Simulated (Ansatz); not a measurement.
**Reading a saddle point**

A first-order saddle point of SiNH₆F, singlet, PBE0-D4/def2-TZVP, with one imaginary mode of 1040i cm⁻¹:

```json
{"atom": "Si1", "x (Å)": "-0.2754", "y (Å)": "-0.4261", "z (Å)": "0.1705"}
{"atom": "H2", "x (Å)": "1.2339", "y (Å)": "-1.1502", "z (Å)": "0.4426"}
{"atom": "H3", "x (Å)": "-0.5843", "y (Å)": "-1.5974", "z (Å)": "-0.7074"}
{"atom": "H4", "x (Å)": "-1.0871", "y (Å)": "-0.6243", "z (Å)": "1.3876"}
{"atom": "N5", "x (Å)": "-0.4678", "y (Å)": "0.8509", "z (Å)": "-0.9172"}
{"atom": "H6", "x (Å)": "1.3453", "y (Å)": "-0.3105", "z (Å)": "0.9242"}
{"atom": "F7", "x (Å)": "0.8809", "y (Å)": "0.7509", "z (Å)": "1.2537"}
{"atom": "H8", "x (Å)": "-0.8081", "y (Å)": "0.7020", "z (Å)": "-1.8500"}
{"atom": "H9", "x (Å)": "-0.2372", "y (Å)": "1.8048", "z (Å)": "-0.7039"}
```

Computed with Ansatz 0.2.0 (basis: def2-TZVPP and def2-QZVPP); correlated methods freeze the cores. Extrapolation: Hartree–Fock as exp(−7.88 √X), correlation as X^−2.97.

Task: Which contacts change along the imaginary mode, and what lies on either side? (A judgement: the text doesn't fix the answer.)

Result: Computed: The step is SiNH₅ ([NH2][SiH3]) + HF → SiNH₄F ([NH2][SiH2][F]) + H₂, with the molecules in contact on both sides. Shortening one way: Si1–F7, H2–H6; lengthening the same way: Si1–H2, H6–F7.
```tsv
pair	one side (Å)	saddle (Å)	other side (Å)
Si1–F7	3.31	1.97	1.61
H2–H6	1.70	0.97	0.75
Si1–H2	1.51	1.70	3.98
H6–F7	0.93	1.20	2.72
```

Task: Which side is lower, and how far does the saddle lie above each? (Judge from chemistry; the value comes from the calculation.)

Result: Computed: The side with Si1–F7, H2–H6 short is lower by 129.0 kJ/mol; the saddle lies 247.6 kJ/mol above it and 118.5 kJ/mol above the other (CCSD(T) at an estimated basis limit (MP2 extrapolated from triple and quadruple zeta, plus CCSD(T) − MP2 in triple zeta); electronic energies).

The T1 diagnostic stays at or below 0.013.

Labels in which every atom is bracketed show which atoms are joined, not bond orders.

For scale, one of the runs: CCSD(T)/def2-TZVPP, 188 basis functions, launched by `ansatz run in.yaml --threads 2 --pin off --events-out ev --progress --plain --max-ram 4352MiB`. Hardware: 2 CPU threads of an Arm Neoverse V1, shared host. Wall time 49 s; peak host memory 2 GiB.
